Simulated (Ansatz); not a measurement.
CsCl-type TlBr, treated with PBE0 (plane waves, PAW; Ansatz, a program for electronic structure).

Run with plane-wave cutoff 460 eV, 6×6×6 k mesh, Fermi–Dirac smearing 0.01 eV, scalar-relativistic PAW data made under PBE.

Equation-of-state points:

```json
[
 {"V (Å³/atom)": "31.052", "E − E_lowest (meV/atom)": "6.00"},
 {"V (Å³/atom)": "31.869", "E − E_lowest (meV/atom)": "1.45"},
 {"V (Å³/atom)": "32.276", "E − E_lowest (meV/atom)": "0.36"},
 {"V (Å³/atom)": "32.686", "E − E_lowest (meV/atom)": "0.00"},
 {"V (Å³/atom)": "33.504", "E − E_lowest (meV/atom)": "1.24"},
 {"V (Å³/atom)": "34.321", "E − E_lowest (meV/atom)": "4.77"}
]
```

Fit the third-order Birch–Murnaghan equation and give B0 and B′.

V0 = 32.697 Å³/atom, B0 = 20.9 GPa, B′ = 5.1 (fit to the energies at full precision).

Measured, for comparison: equilibrium volume per atom 31.62 Å³/atom (temperature not stated, not corrected to a static lattice; as tabulated in Du and Singh (2010), arXiv:1001.5458). Computed (rounded) less measured: equilibrium volume per atom +3.4 %.

Spin–orbit coupling is not included; it can shift volumes and moduli of such heavy elements.

The computed numbers hold no vibrational or temperature effects.

Computing time: roughly 8 core-minutes.
